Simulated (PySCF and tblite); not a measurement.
The numbers below are computed, except where a source is named.
System: C5H9 (charge +1), numbered as in [CH+:1]1[CH2:2][CH2:3][CH2:4][CH2:5]1.

Geometries: PBE0-D3(BJ)/def2-SVP; energies: PBE0/pcSseg-1 + D3(BJ); zero-point and thermal terms from GFN2-xTB harmonic modes (soft modes blended into free rotors). Rates follow Eyring's equation with the number of equivalent paths and no tunnelling. Programs: tblite and PySCF.

The ion is treated without a counter-ion.

**Question.** How high is the barrier to the inversion of the 5-membered ring (1–2–3–4–5), through which structure does it pass, and what rate follows at 298 K?

**Answer.** The electronic barrier is 2.9 kcal/mol and ΔG‡(298 K) 3.0 kcal/mol, over a C2v saddle (flat) with an imaginary mode of 124i cm⁻¹ (GFN2-xTB). With 1 equivalent path, k is 4×10¹⁰ s⁻¹, a mean lifetime of the start of 25 ps against this motion.
